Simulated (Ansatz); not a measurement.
**Abstraction of H: CH2O2 + SiH2(SiH2)Cl → CHO2 + SiH2(SiH3)Cl**

Species: CH2O2 (formic acid) `O=CO`, singlet; SiH2(SiH2)Cl, doublet; CHO2 `O=[C]O`, doublet; SiH2(SiH3)Cl, singlet. A radical takes H: the energy is the difference in strength between the C–H bond broken and the Si–H bond made.

Shapes, held fixed at every level: PBE0-D4/def2-TZVP. Flexible molecules stand in one conformer, not always the lowest. Programs: Ansatz 0.2.0. The zero-point and thermal change to 298 K, harmonic and unscaled (PBE0-D4/def2-TZVP), is -9.6 kJ/mol.

Q: Estimate ΔH(298 K) of this reaction.

A: The highest level, CCSD(T)/CBS estimate, gives ΔH(298 K) = +46.6 kJ/mol; the levels span +39.4 to +50.3. The column of differences is taken from that level and isn't an error. No measured value is set beside it here. Open shells run unrestricted unless RO is named. The CBS estimate extrapolates MP2 from def2-TZVPP and def2-QZVPP and adds CCSD(T) − MP2 in the triple-zeta set, cores frozen.

```tsv
level	kind	ΔH(298 K) (kJ/mol)	less CCSD(T)/CBS estimate
HF/def2-TZVPP	Hartree–Fock	+39.4	-7.2
B3LYP-D4/def2-TZVPP	global hybrid	+42.4	-4.2
PBE0-D4/def2-TZVPP	global hybrid	+50.3	+3.7
wB97M-V/def2-TZVPP	range-separated hybrid	+44.0	-2.6
B2PLYP/def2-TZVPP	double hybrid	+42.5	-4.1
CCSD(T)/def2-SVP	coupled cluster or CI	+45.1	-1.5
CCSD/def2-SVP	coupled cluster or CI	+46.8	+0.2
CCSD(T)/CBS estimate	coupled cluster or CI	+46.6	0.0
```
